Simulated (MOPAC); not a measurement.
MOPAC input (PM6):

```
PM6 1SCF UHF MS=0.5 GEO-OK AUX(PRECISION=9) THREADS=1
C2H2Cl

C    -0.18331015 1    0.82218101 1   -0.00200557 1
C     0.95939345 1    1.42913572 1   -0.00491648 1
Cl   -0.32505073 1   -0.94519596 1    0.00290529 1
H    -1.15024766 1    1.30588412 1   -0.00222400 1
H     2.01961031 1    1.25454689 1   -0.00563361 1
```

From the last part of the output:

```
                                                       MOPAC v23.2.5 Linux

          FINAL HEAT OF FORMATION =         55.68524 KCAL/MOL =     232.98704 KJ/MOL

          COSMO AREA              =         90.81 SQUARE ANGSTROMS
          COSMO VOLUME            =         73.92 CUBIC ANGSTROMS

          IONIZATION POTENTIAL    =         10.285843 EV
          ALPHA SOMO LUMO (EV)    =        -10.465  0.445
          BETA  SOMO LUMO (EV)    =        -10.286 -1.065
          NO. OF ALPHA ELECTRONS  =          9
          NO. OF BETA  ELECTRONS  =          8
          MOLECULAR WEIGHT        =         61.4908         POINT GROUP:  Cs

          MOLECULAR DIMENSIONS (Angstroms)

            Atom       Atom       Distance
            H     5   Cl     3     3.21502
            H     4   Cl     3     2.20629
            C     2    C     1     0.00000

          SCF CALCULATIONS        =          1

   ATOM   CHEMICAL          X               Y               Z
  NUMBER   SYMBOL      (ANGSTROMS)     (ANGSTROMS)     (ANGSTROMS)

     1       C         -0.18331015  *   0.82218101  *  -0.00200557  *
     2       C          0.95939345  *   1.42913572  *  -0.00491648  *
     3      Cl         -0.32505073  *  -0.94519596  *   0.00290529  *
     4       H         -1.15024766  *   1.30588412  *  -0.00222400  *
     5       H          2.01961031  *   1.25454689  *  -0.00563361  *

                             CARTESIAN COORDINATES

   1    C       -0.183310150     0.822181010    -0.002005570
   2    C        0.959393450     1.429135720    -0.004916480
   3   Cl       -0.325050730    -0.945195960     0.002905290
   4    H       -1.150247660     1.305884120    -0.002224000
   5    H        2.019610310     1.254546890    -0.005633610

           Empirical Formula: C2 H2 Cl  =     5 atoms

      MOLECULAR POINT GROUP   :   Cs

          ALPHA EIGENVALUES
 -27.92121 -25.68141 -20.46432 -16.04826 -15.54230 -12.83992 -11.16070 -10.57836
 -10.46478   0.44515   0.85154   4.70784   5.03128   5.64717  88.14058  88.15298
  88.18685  88.67669  88.67909

           BETA EIGENVALUES
 -27.62292 -25.04571 -20.15486 -15.61811 -15.16252 -12.84019 -11.04159 -10.28584
  -1.06543   0.82460   1.60642   4.80935   5.18333   5.88571  88.33737  88.35307
  88.38389  88.68999  88.69278

              NET ATOMIC CHARGES AND DIPOLE CONTRIBUTIONS

  ATOM NO.   TYPE          CHARGE      No. of ELECS.   s-Pop       p-Pop       d-Pop
    1          C          -0.142910        4.1429     1.12764     3.01527
    2          C          -0.126245        4.1262     1.22079     2.90546
    3         Cl          -0.101731        7.1017     1.99056     5.10527     0.00590
    4          H           0.188703        0.8113     0.81130
    5          H           0.182184        0.8178     0.81782
 DIPOLE           X         Y         Z       TOTAL
 POINT-CHG.     0.428     1.312    -0.004     1.380
 HYBRID        -0.004    -0.347     0.001     0.347
 SUM            0.424     0.966    -0.003     1.055

          ATOMIC ORBITAL ELECTRON POPULATIONS

     Atom    s        px        py        pz      x^2-y^2     xz        z^2       yz        xy
    1  C   1.12764   1.07221   0.86770   1.07536
    2  C   1.22079   1.02536   0.92486   0.95525
    3 Cl   1.99056   1.98349   1.15319   1.96859   0.00263   0.00002   0.00106   0.00077   0.00141
    4  H   0.81130
    5  H   0.81782

                    (SZ)    =    0.500000
                    (S**2)  =    0.813944

          ATOMIC ORBITAL SPIN POPULATIONS

    Atom   Total    s     px     py     pz   x^2-y^2  xz     z^2    yz     xy
         Atomic
    1  C -0.3255 -0.006 -0.026 -0.071 -0.223
    2  C  1.1722  0.095  0.064  0.779  0.235
    3 Cl  0.1440 -0.001  0.007  0.150 -0.012 -0.000  0.000 -0.000 -0.000 -0.000
    4  H  0.0226  0.023
    5  H -0.0133 -0.013

 **********************
 *                    *
 * JOB ENDED NORMALLY *
 *                    *
 **********************

 == MOPAC DONE ==
```

The geometry given is a B3LYP-D3(BJ)/def2-TZVP minimum.
